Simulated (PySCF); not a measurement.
# C4H5N: calculation against experiment

**Measured values to compare with.**

From NIST CCCBDB Release 22 (SRD 101), experimental dipoles, for the gas: dipole moment (dielectric constant against temperature) 1.84 D.

How close the calculation comes is told at the end.

Species: C₄H₅N.
SMILES with atom numbers: `[cH:1]1[cH:2][cH:3][nH:4][cH:5]1` (hydrogens: H6 on C1; H7 on C2; H8 on C3; H9 on N4; H10 on C5)

Cartesian coordinates in Å at the PBE/def2-SVPD level; atoms count from 1:
```xyz
10
C4H5N angstrom
C      0.4807    1.1391   -0.0964
C     -0.8867    0.7249   -0.1475
C     -0.9031   -0.6640   -0.0772
N      0.4045   -1.0908    0.0137
C      1.2591   -0.0091    0.0040
H      0.8582    2.1661   -0.1287
H     -1.7668    1.3710   -0.2272
H     -1.7326   -1.3765   -0.0847
H      0.6962   -2.0616    0.0796
H      2.3425   -0.1421    0.0690
```

Runs made with PySCF (gas phase, on this PBE/def2-SVPD geometry; no spin–orbit coupling):

```csv
level,job,basis functions,wall time
"PBE/def2-SVPD, grid level 1",geometry optimisation from a GFN2-xTB start,140,25 s
```

Hardware: an Arm Neoverse V2 with one thread (shared host).

Results beside the measurements:

**Dipole moment.** Measured: 1.84 D (NIST CCCBDB Release 22 (SRD 101), experimental dipoles).

```json
{"level": "PBE/def2-SVPD", "computed (D)": "1.89", "computed − measured (D)": "+0.05", "% (from the printed values)": "+3"}
```

The computed dipoles belong to one fixed geometry; measured ones are averaged over vibrations unless marked μe. Magnitudes are compared, not signs.

The geometry is computed, not the measured one. Where a level misses, the cause wasn't examined.
